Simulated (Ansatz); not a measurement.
Process, species as SMILES: ClCCl + 2 [H][H] (H2) → C (CH4) + 2 Cl (HCl)
B3LYP-D3(BJ)/def2-TZVP geometries, fixed; electronic energies without zero-point terms.
Largest species:
```
C
H 1 1.0832
H 1 1.0832 2 111.91
Cl 1 1.7804 2 108.02 3 118.77
Cl 1 1.7804 2 108.02 3 -118.77
```
Charge 0, spin multiplicity 1.

Effect of a fitting basis named in the input at r2SCAN/aug-cc-pV(T+d)Z with Ansatz (a quantum-chemistry and plane-wave program), against the last row, where the energy of full hydrogenation is -44.17 kcal/mol. The default fits or decomposes integrals by the program's own choice; accuracy: high also tightens integrals, grids and stops.

```csv
setting,largest shift of a total energy (mEh),shift of the energy of full hydrogenation (kcal/mol)
fitting: def2-SV(P)-JKFIT,-0.057,-0.003
fitting: def2-universal-JKFIT,-0.057,-0.003
fitting: cc-pVTZ-JKFIT,-0.030,-0.002
fitting: cc-pVQZ-JKFIT,-0.012,0.000
fitting: cc-pV5Z-JKFIT,-0.010,-0.001
fitting: def2-universal-JFIT,-0.139,0.050
accuracy: high,0.001,0.000
accuracy: medium (default),0.000,0.000
```

Within 0.02 kcal/mol in the energy of full hydrogenation: fitting: def2-SV(P)-JKFIT; fitting: def2-universal-JKFIT; fitting: cc-pVTZ-JKFIT; fitting: cc-pVQZ-JKFIT; fitting: cc-pV5Z-JKFIT; accuracy: high. The largest shift is 0.139 mEh in a total energy and 0.050 kcal/mol in the difference.
